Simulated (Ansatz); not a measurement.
# NClO: a ladder of functionals and wavefunction methods

An exercise on one series of results from a longer session: the logs are not shown, and one member is left open.

Program: Ansatz 0.2.0, Gaussian basis. Level of theory: functionals in def2-TZVPP, the program's frozen cores in correlated methods. These are calculated values, not measurements.

Plan: LDA (SPW92), PBE-D4, revPBE-D4, BLYP-D4, r2SCAN-D4, B97M-V, PBE0-D4, B3LYP-D4, r2SCANh-D4, r2SCAN0-D4, HSE06-D4, BHLYP-D4, CAM-B3LYP-D4, LC-ωPBE, ωB97X-V, ωB97M-V, B2PLYP, PBE-QIDH; CCSD(T)/def2-SVP; CCSD(T)/def2-TZVPP; CCSD(T)/def2-QZVPP; extrapolation to the limit; RPA on PBE.

## The geometry

All runs share one geometry, relaxed beforehand with PBE0-D4 in a triple-zeta def2 set.

3 atoms, charge 0, spin multiplicity 1.

Atoms are counted from 1 here; the program's logs count them from 0.

Bond lengths: Cl1–N2 1.944 Å, N2–O3 1.127 Å. Angles: Cl1–N2–O3 113.9°.

The first run:

in.yaml reads:

```yaml
crystal:
  periodic: [false, false, false]
  atoms:
    - {symbol: Cl, position_ang: [-0.508568, -0.905958, 0.000000]}
    - {symbol: N, position_ang: [0.000039, 0.970196, -0.000000]}
    - {symbol: O, position_ang: [1.113469, 1.141842, 0.000000]}
basis:
  gaussian: {orbitals: def2-TZVPP}
hamiltonian: {xc: lda}
output: {orbitals: {seedname: orbitals}}
```

On the command line:

```console
$ ansatz run in.yaml --threads 2 --pin off --events-out ev --progress --plain --max-ram 20480MiB --backend cpu
```

Steps of the session up to this table: LDA; PBE-D4 (GGA); revPBE-D4 (GGA); BLYP-D4 (GGA); r2SCAN-D4 (meta-GGA); B97M-V (meta-GGA); PBE0-D4 (hybrid); B3LYP-D4 (hybrid); r2SCANh-D4 (hybrid); r2SCAN0-D4 (hybrid); HSE06-D4 (hybrid); BHLYP-D4 (hybrid); CAM-B3LYP-D4 (range-separated); LC-ωPBE (range-separated); ωB97X-V (range-separated); ωB97M-V (range-separated); B2PLYP (double hybrid); PBE-QIDH (double hybrid).

One table of the session follows, with a row left open; its other results are not shown here.

It belongs to the step «Orbital energies across the functionals». 

| functional | HOMO (eV) | LUMO (eV) | gap (eV) |
| --- | --- | --- | --- |
| LDA (SPW92) | -7.42 | -5.00 | 2.42 |
| PBE-D4 | -7.25 | -4.74 | 2.51 |
| revPBE-D4 | -7.18 | -4.65 | 2.53 |
| BLYP-D4 | -7.13 | -4.64 | 2.49 |
| r2SCAN-D4 | -7.58 | -4.70 | 2.88 |
| B97M-V | -7.65 | -4.54 | 3.11 |
| PBE0-D4 | -8.59 | -3.62 | 4.96 |
| B3LYP-D4 | -8.37 | -3.92 | 4.44 |
| r2SCANh-D4 | -8.07 | -4.26 | 3.81 |
| r2SCAN0-D4 | -8.81 | -3.58 | 5.23 |
| HSE06-D4 | -8.19 | -4.01 | 4.17 |
| BHLYP-D4 | -9.81 | -2.29 | 7.53 |
| CAM-B3LYP-D4 | -9.90 | -2.38 | 7.52 |
| LC-ωPBE | -11.12 | -1.07 | 10.06 |
| ωB97X-V | -10.81 | -1.12 | 9.69 |
| ωB97M-V | ? | ? | ? |

**Question.** Estimate the row for ωB97M-V.

**Answer.** HOMO (eV): -10.70; LUMO (eV): -1.10; gap (eV): 9.60. In the column «HOMO (eV)» it lies between ωB97X-V (-10.81) and CAM-B3LYP-D4 (-9.90).
